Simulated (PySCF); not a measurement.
Species: isothiocyanic acid, CHNS.
Z-matrix (Å and degrees, PBE0-D3(BJ)/def2-SVP geometry), rows numbered from 1:
```
N 
C   1  1.2015
S   2  1.5713  1  174.58
H   1  1.0085  2  135.56  3   179.95
```

Level of theory: PBE0-D3(BJ)/def2-SVP geometry optimisation, gas phase in PySCF.

Masses are those of the commonest isotopes; rigid-rotor values at the optimised geometry. 

(1) What are A, B and C (GHz)?

(2) What kind of rotor is it?

(3) Is it planar, by Δ = Ic − Ia − Ib?

(4) List the rotational levels J(Ka,Kc) to J = 3 (MHz).

(5) Which lines would a microwave search look for?

(6) Estimate the classical rotational partition function at 500 K.

Answers

(1) Ia = 0.41, Ib = 86.13, Ic = 86.54 u·Å²; 505379 MHz·u·Å²/I gives 1228468, 5868 and 5840 MHz, that is A = 1228.47, B = 5.8678, C = 5.8399 GHz.

(2) A near-prolate asymmetric top. Ray's parameter κ = (2B − A − C)/(A − C) = -1.000; −1 is the prolate and +1 the oblate limit.

(3) Planar: Δ = Ic − Ia − Ib = 0.00 u·Å². For a rigid frame Δ = −2 Σ m c², so it vanishes when all atoms lie in the ab plane; here none is more than 0.01 Å from it.

(4) Above 0(0,0):
J = 1: 1(0,1) 11708, 1(1,1) 1234308, 1(1,0) 1234336
J = 2: 2(0,2) 35123, 2(1,2) 1257695, 2(1,1) 1257779, 2(2,1) 4925580, 2(2,0) 4925580
J = 3: 3(0,3) 70246, 3(1,3) 1292777, 3(1,2) 1292944, 3(2,2) 4960703, 3(2,1) 4960703, 3(3,1) 11073775, 3(3,0) 11073775

(5) The dipole components are |μa| = 1.91 D, |μb| = 1.20 D, |μc| = 0.00 D; the mirror of this Cs structure is the ab plane, so μc vanishes by symmetry and there are no c-type lines. The squared components, which scale the intensities, stand as 1.00 : 0.39 (a : b). Some lines, for components of 0.1 D or more:

```csv
type,branch,"J(Ka,Kc)",MHz,lower level (cm⁻¹)
a,R,"1(0,1) ← 0(0,0)",11708,0.000
a,R,"2(1,2) ← 1(1,1)",23387,41.172
a,R,"2(1,1) ← 1(1,0)",23443,41.173
a,R,"3(1,3) ← 2(1,2)",35081,41.952
a,R,"3(0,3) ← 2(0,2)",35123,1.172
a,R,"3(2,2) ← 2(2,1)",35123,164.300
b,Q,"1(1,0) ← 1(0,1)",1222628,0.391
b,R,"2(1,2) ← 1(0,1)",1245988,0.391
b,R,"3(1,3) ← 2(0,2)",1257654,1.172
b,Q,"3(2,1) ← 3(1,2)",3667759,43.128
b,Q,"2(2,0) ← 2(1,1)",3667801,41.955
b,Q,"2(2,1) ← 2(1,2)",3667885,41.952
b,Q,"3(2,2) ← 3(1,3)",3667927,43.122
b,Q,"3(3,0) ← 3(2,1)",6113071,165.471
b,R,"3(3,1) ← 2(2,0)",6148194,164.300
b,R,"3(3,0) ← 2(2,1)",6148194,164.300
```

(6) Point group Cs, symmetry number σ = 1; q = (√π/σ)·√((kT/h)³/(ABC)), k/h = 20836.6 MHz/K: 9190 at 500 K.

No frequency check. Constants of a rigid frame at the computed geometry: no zero-point averaging, no centrifugal distortion. Quadrupole hyperfine structure (14N) is left out.
